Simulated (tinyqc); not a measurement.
Worked calculation: UHF in the sto-3g basis, for H2O, spin multiplicity 1. One step of it, computed by the program tinyqc.

Problem. Iteration 2: building the Fock matrix. J_ij = sum D_kl (ij|kl) with D = D(alpha) + D(beta), K_ij = sum D_kl (ik|jl) for each spin; F = H + J - K(s); E = tr D H + tr D J / 2 - 0.5 sum_s tr D(s) K(s) + E_nn.

D(alpha) after iteration 1:
```
            1O 1s      1O 2s     1O 2px     1O 2py     1O 2pz      2H 1s      3H 1s
1O 1s    1.042489  -0.166324   0.000000   0.000000   0.051550  -0.046750  -0.046750
1O 2s   -0.166324   0.701843   0.000000   0.000000  -0.251563   0.122179   0.122179
1O 2px   0.000000   0.000000   0.927207  -0.255372   0.000000   0.230635  -0.230635
1O 2py   0.000000   0.000000  -0.255372   0.531631   0.000000   0.182274  -0.182274
1O 2pz   0.051550  -0.251563   0.000000   0.000000   0.843080   0.131727   0.131727
2H 1s   -0.046750   0.122179   0.230635   0.182274   0.131727   0.250777  -0.125899
3H 1s   -0.046750   0.122179  -0.230635  -0.182274   0.131727  -0.125899   0.250777
```

D(beta) after iteration 1:
```
            1O 1s      1O 2s     1O 2px     1O 2py     1O 2pz      2H 1s      3H 1s
1O 1s    1.042489  -0.166324   0.000000   0.000000   0.051550  -0.046750  -0.046750
1O 2s   -0.166324   0.701843   0.000000   0.000000  -0.251563   0.122179   0.122179
1O 2px   0.000000   0.000000   0.927207   0.255372   0.000000  -0.230635   0.230635
1O 2py   0.000000   0.000000   0.255372   0.531631   0.000000   0.182274  -0.182274
1O 2pz   0.051550  -0.251563   0.000000   0.000000   0.843080   0.131727   0.131727
2H 1s   -0.046750   0.122179  -0.230635   0.182274   0.131727   0.250777  -0.125899
3H 1s   -0.046750   0.122179   0.230635  -0.182274   0.131727  -0.125899   0.250777
```

core Hamiltonian H = T + V (hartree):
```
             1O 1s      1O 2s     1O 2px     1O 2py     1O 2pz      2H 1s      3H 1s
1O 1s   -32.744823  -7.618464   0.000000   0.000000  -0.016981  -1.836489  -1.836489
1O 2s    -7.618464  -9.356381   0.000000   0.000000  -0.198161  -3.862653  -3.862653
1O 2px    0.000000   0.000000  -7.475248   0.000000   0.000000   0.000000   0.000000
1O 2py    0.000000   0.000000   0.000000  -7.665338   0.000000  -2.239209   2.239209
1O 2pz   -0.016981  -0.198161   0.000000   0.000000  -7.547212  -1.437526  -1.437526
2H 1s    -1.836489  -3.862653   0.000000  -2.239209  -1.437526  -5.137684  -1.477673
3H 1s    -1.836489  -3.862653   0.000000   2.239209  -1.437526  -1.477673  -5.137684
```

Two-electron integrals (ij|kl) in chemists' order, unique and non-zero (hartree):
```
(11|11) 4.785065    (21|11) 0.741380    (21|21) 0.136873    (22|11) 1.118947
(22|21) 0.256633    (22|22) 0.817206    (31|31) 0.024477    (32|31) 0.037809
(32|32) 0.180518    (33|11) 1.115814    (33|21) 0.256684    (33|22) 0.817023
(33|33) 0.880159    (41|41) 0.024477    (42|41) 0.037809    (42|42) 0.180518
(43|43) 0.047444    (44|11) 1.115814    (44|21) 0.256684    (44|22) 0.817023
(44|33) 0.785270    (44|44) 0.880159    (51|51) 0.024477    (52|51) 0.037809
(52|52) 0.180518    (53|53) 0.047444    (54|54) 0.047444    (55|11) 1.115814
(55|21) 0.256684    (55|22) 0.817023    (55|33) 0.785270    (55|44) 0.785270
(55|55) 0.880159    (61|11) 0.180350    (61|21) 0.032993    (61|22) 0.061391
(61|33) 0.061276    (61|41) 0.001288    (61|42) 0.002403    (61|44) 0.061532
(61|51) 0.000793    (61|52) 0.001478    (61|54) 0.000158    (61|55) 0.061373
(61|61) 0.008056    (62|11) 0.417913    (62|21) 0.096959    (62|22) 0.339409
(62|33) 0.333826    (62|41) 0.006160    (62|42) 0.046116    (62|44) 0.345747
(62|51) 0.003790    (62|52) 0.028375    (62|54) 0.007335    (62|55) 0.338339
(62|61) 0.023785    (62|62) 0.171300    (63|31) 0.010395    (63|32) 0.059595
(63|43) 0.009698    (63|53) 0.005967    (63|63) 0.025068    (64|11) 0.248608
(64|21) 0.058453    (64|22) 0.218574    (64|33) 0.208550    (64|41) 0.013670
(64|42) 0.087923    (64|44) 0.235516    (64|51) 0.002015    (64|52) 0.017430
(64|54) 0.010625    (64|55) 0.211416    (64|61) 0.015004    (64|62) 0.133998
(64|64) 0.128745    (65|11) 0.152966    (65|21) 0.035965    (65|22) 0.134486
(65|33) 0.128318    (65|41) 0.002015    (65|42) 0.017430    (65|44) 0.132976
(65|51) 0.011634    (65|52) 0.070319    (65|54) 0.012564    (65|55) 0.142016
(65|61) 0.009232    (65|62) 0.082448    (65|64) 0.063792    (65|65) 0.064318
(66|11) 0.541724    (66|21) 0.127725    (66|22) 0.510612    (66|33) 0.489792
(66|41) 0.010972    (66|42) 0.111342    (66|44) 0.534654    (66|51) 0.006751
(66|52) 0.068507    (66|54) 0.027603    (66|55) 0.506775    (66|61) 0.031649
(66|62) 0.317414    (66|64) 0.283757    (66|65) 0.174592    (66|66) 0.774606
(71|11) 0.180350    (71|21) 0.032993    (71|22) 0.061391    (71|33) 0.061276
(71|41) -0.001288   (71|42) -0.002403   (71|44) 0.061532    (71|51) 0.000793
(71|52) 0.001478    (71|54) -0.000158   (71|55) 0.061373    (71|61) 0.007913
(71|62) 0.022936    (71|64) 0.013176    (71|65) 0.008908    (71|66) 0.030081
(71|71) 0.008056    (72|11) 0.417913    (72|21) 0.096959    (72|22) 0.339409
(72|33) 0.333826    (72|41) -0.006160   (72|42) -0.046116   (72|44) 0.345747
(72|51) 0.003790    (72|52) 0.028375    (72|54) -0.007335   (72|55) 0.338339
(72|61) 0.022936    (72|62) 0.137308    (72|64) 0.074073    (72|65) 0.064121
(72|66) 0.207914    (72|71) 0.023785    (72|72) 0.171300    (73|31) 0.010395
(73|32) 0.059595    (73|43) -0.009698   (73|53) 0.005967    (73|63) 0.019364
(73|73) 0.025068    (74|11) -0.248608   (74|21) -0.058453   (74|22) -0.218574
(74|33) -0.208550   (74|41) 0.013670    (74|42) 0.087923    (74|44) -0.235516
(74|51) -0.002015   (74|52) -0.017430   (74|54) 0.010625    (74|55) -0.211416
(74|61) -0.013176   (74|62) -0.074073   (74|64) -0.021099   (74|65) -0.033794
(74|66) -0.099073   (74|71) -0.015004   (74|72) -0.133998   (74|74) 0.128745
(75|11) 0.152966    (75|21) 0.035965    (75|22) 0.134486    (75|33) 0.128318
(75|41) -0.002015   (75|42) -0.017430   (75|44) 0.132976    (75|51) 0.011634
(75|52) 0.070319    (75|54) -0.012564   (75|55) 0.142016    (75|61) 0.008908
(75|62) 0.064121    (75|64) 0.033794    (75|65) 0.048843    (75|66) 0.106313
(75|71) 0.009232    (75|72) 0.082448    (75|74) -0.063792   (75|75) 0.064318
(76|11) 0.149241    (76|21) 0.034871    (76|22) 0.130478    (76|33) 0.127890
(76|44) 0.130914    (76|51) 0.002233    (76|52) 0.019180    (76|55) 0.132494
(76|61) 0.008437    (76|62) 0.063173    (76|64) 0.042685    (76|65) 0.034189
(76|66) 0.116587    (76|71) 0.008437    (76|72) 0.063173    (76|74) -0.042685
(76|75) 0.034189    (76|76) 0.027743    (77|11) 0.541724    (77|21) 0.127725
(77|22) 0.510612    (77|33) 0.489792    (77|41) -0.010972   (77|42) -0.111342
(77|44) 0.534654    (77|51) 0.006751    (77|52) 0.068507    (77|54) -0.027603
(77|55) 0.506775    (77|61) 0.030081    (77|62) 0.207914    (77|64) 0.099073
(77|65) 0.106313    (77|66) 0.326826    (77|71) 0.031649    (77|72) 0.317414
(77|74) -0.283757   (77|75) 0.174592    (77|76) 0.116587    (77|77) 0.774606
```

nuclear repulsion = 9.36810729 hartree

Give: Coulomb J; exchange K(alpha); exchange K(beta); F(alpha); F(beta); total energy of this density.

Solution.

Coulomb J (hartree):
```
          1O 1s   1O 2s  1O 2px   1O 2py   1O 2pz   2H 1s    3H 1s
1O 1s   17.5242  3.3128  0.0000   0.0000  -0.0087  0.7981   0.7981
1O 2s    3.3128  8.2865  0.0000   0.0000   0.0119  3.4153   3.4153
1O 2px   0.0000  0.0000  8.2634   0.0000   0.0000  0.0000   0.0000
1O 2py   0.0000  0.0000  0.0000   8.2875   0.0000  2.1904  -2.1904
1O 2pz  -0.0087  0.0119  0.0000   0.0000   8.2851  1.3569   1.3569
2H 1s    0.7981  3.4153  0.0000   2.1904   1.3569  5.1910   1.3119
3H 1s    0.7981  3.4153  0.0000  -2.1904   1.3569  1.3119   5.1910
```

exchange K(alpha) (hartree):
```
         1O 1s    1O 2s   1O 2px   1O 2py   1O 2pz   2H 1s    3H 1s
1O 1s   4.8800   0.8384   0.0000   0.0000   0.0019  0.2093   0.2093
1O 2s   0.8384   1.2941   0.0000   0.0000  -0.0578  0.5982   0.5982
1O 2px  0.0000   0.0000   1.0660  -0.1120   0.0000  0.0290  -0.0290
1O 2py  0.0000   0.0000  -0.1120   0.9792   0.0000  0.3673  -0.3673
1O 2pz  0.0019  -0.0578   0.0000   0.0000   1.0870  0.2234   0.2234
2H 1s   0.2093   0.5982   0.0290   0.3673   0.2234  0.6301   0.2065
3H 1s   0.2093   0.5982  -0.0290  -0.3673   0.2234  0.2065   0.6301
```

exchange K(beta) (hartree):
```
         1O 1s    1O 2s   1O 2px   1O 2py   1O 2pz    2H 1s    3H 1s
1O 1s   4.8800   0.8384   0.0000   0.0000   0.0019   0.2093   0.2093
1O 2s   0.8384   1.2941   0.0000   0.0000  -0.0578   0.5982   0.5982
1O 2px  0.0000   0.0000   1.0660   0.1120   0.0000  -0.0290   0.0290
1O 2py  0.0000   0.0000   0.1120   0.9792   0.0000   0.3673  -0.3673
1O 2pz  0.0019  -0.0578   0.0000   0.0000   1.0870   0.2234   0.2234
2H 1s   0.2093   0.5982  -0.0290   0.3673   0.2234   0.6301   0.2065
3H 1s   0.2093   0.5982   0.0290  -0.3673   0.2234   0.2065   0.6301
```

F(alpha) (hartree):
```
           1O 1s    1O 2s   1O 2px   1O 2py   1O 2pz    2H 1s    3H 1s
1O 1s   -20.1006  -5.1440   0.0000   0.0000  -0.0276  -1.2477  -1.2477
1O 2s    -5.1440  -2.3639   0.0000   0.0000  -0.1285  -1.0455  -1.0455
1O 2px    0.0000   0.0000  -0.2779   0.1120   0.0000  -0.0290   0.0290
1O 2py    0.0000   0.0000   0.1120  -0.3569   0.0000  -0.4162   0.4162
1O 2pz   -0.0276  -0.1285   0.0000   0.0000  -0.3492  -0.3040  -0.3040
2H 1s    -1.2477  -1.0455  -0.0290  -0.4162  -0.3040  -0.5768  -0.3723
3H 1s    -1.2477  -1.0455   0.0290   0.4162  -0.3040  -0.3723  -0.5768
```

F(beta) (hartree):
```
           1O 1s    1O 2s   1O 2px   1O 2py   1O 2pz    2H 1s    3H 1s
1O 1s   -20.1006  -5.1440   0.0000   0.0000  -0.0276  -1.2477  -1.2477
1O 2s    -5.1440  -2.3639   0.0000   0.0000  -0.1285  -1.0455  -1.0455
1O 2px    0.0000   0.0000  -0.2779  -0.1120   0.0000   0.0290  -0.0290
1O 2py    0.0000   0.0000  -0.1120  -0.3569   0.0000  -0.4162   0.4162
1O 2pz   -0.0276  -0.1285   0.0000   0.0000  -0.3492  -0.3040  -0.3040
2H 1s    -1.2477  -1.0455   0.0290  -0.4162  -0.3040  -0.5768  -0.3723
3H 1s    -1.2477  -1.0455  -0.0290   0.4162  -0.3040  -0.3723  -0.5768
```

total energy of this density = -74.814203 hartree
